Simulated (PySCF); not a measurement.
A made-up structure of NaAlH$_{2}$, singlet:

Na1  (0.231, 0.012, 0.098)
Al2  (-2.437, -0.140, -1.034)
H3  (1.306, -1.512, 0.731)
H4  (1.281, 1.658, 0.366)
(Å)

It is relaxed with PBE-D4/def2-SVP and then PBE0-D4/def2-TZVP (PySCF 2.14 with density fitting (its default auxiliary sets; JK sets also for MP2 and CCSD(T))). Atoms count as bonded within 1.22 times the sum of their covalent radii (H–H: 0.88 Å). The end point is not checked to be a true minimum.

Question: Does its bonding change? (Judge from chemistry; the calculation decides.)

Answer: The calculation gives: Yes. Formed: Al2–H3, Al2–H4; broken: none.

Where it ends: The first stage lowers the energy by 4.49 eV in 28 steps. It ends as NaAlH₂ ([H]1[Na]2[H][Al]12):
```json
{"atom": "Na1", "x (Å)": "1.5698", "y (Å)": "0.0899", "z (Å)": "0.6656"}
{"atom": "Al2", "x (Å)": "-1.1868", "y (Å)": "-0.0676", "z (Å)": "-0.5039"}
{"atom": "H3", "x (Å)": "0.0082", "y (Å)": "-1.2144", "z (Å)": "0.1394"}
{"atom": "H4", "x (Å)": "-0.0114", "y (Å)": "1.2147", "z (Å)": "-0.1415"}
```

Labels in which every atom is bracketed show which atoms are joined, not bond orders.

For scale, one of the runs: PBE0-D4/def2-TZVP relaxation, 81 basis functions, launched by `OMP_NUM_THREADS=2 python run.py`. The run took 24 s on 2 CPU threads of a Oxide Virtual Turin-like (shared host), with 0.8 GiB of host memory at its peak.
